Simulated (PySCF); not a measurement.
Predicted microwave data (PBE0-D3(BJ)/def2-SVP geometry optimisation, gas phase (PySCF 2.14.0)) for one isomer of C3H3ClO:

* Rotational constants: A = 8686, B = 2676, C = 2046 MHz
* Dipole components: |μa| = 1.20 D, |μb| = 0.82 D, |μc| = 0.00 D
* Inertial defect: 0.00 u·Å²
* κ: -0.81

Problem. Which candidate fits, each taken in the one conformer that was computed?
A. `[O:1]=[CH:2]/[CH:3]=[CH:4]\[Cl:5]` with O1–C2–C3–C4 180°
B. `[CH2:1]=[CH:2][C:3](=[O:4])[Cl:5]` with C1–C2–C3–O4 1°
C. `[O:1]=[C:2]=[CH:3][CH2:4][Cl:5]` with C2–C3–C4–Cl5 100°
D. `[CH2:1]=[C:2]([Cl:3])[CH:4]=[O:5]` with C1–C2–C4–O5 0°

Solution. D. It is C=C(Cl)C=O, an asymmetric top, point group Cs. The candidates at the same level (rigid rotor, commonest isotopes):

```json
{"SMILES": "O=C=CCCl", "A (MHz)": "13581", "B (MHz)": "1716", "C (MHz)": "1620", "μa (D)": "0.53", "μb (D)": "1.70", "μc (D)": "0.14", "Δ (u·Å²)": "-19.65", "point group": "C1", "rotor": "near-prolate asymmetric top"}
{"SMILES": "C=C(Cl)C=O", "A (MHz)": "8686", "B (MHz)": "2676", "C (MHz)": "2046", "μa (D)": "1.20", "μb (D)": "0.82", "μc (D)": "0.00", "Δ (u·Å²)": "0.00", "point group": "Cs", "rotor": "asymmetric top"}
{"SMILES": "O=C/C=C\\Cl", "A (MHz)": "13254", "B (MHz)": "1954", "C (MHz)": "1703", "μa (D)": "2.43", "μb (D)": "1.43", "μc (D)": "0.00", "Δ (u·Å²)": "0.00", "point group": "Cs", "rotor": "near-prolate asymmetric top"}
{"SMILES": "C=CC(=O)Cl", "A (MHz)": "9212", "B (MHz)": "2659", "C (MHz)": "2064", "μa (D)": "2.28", "μb (D)": "2.01", "μc (D)": "0.00", "Δ (u·Å²)": "0.00", "point group": "Cs", "rotor": "asymmetric top"}
```

`O=C=CCCl` has A 56 % too high; `O=C/C=C\Cl` has A 53 % too high; `C=CC(=O)Cl` has A 6 % too high. In the right answer the mirror of this Cs structure is the ab plane, so μc vanishes by symmetry (the 0.01 D computed is a residue). No structure here is proved a minimum.
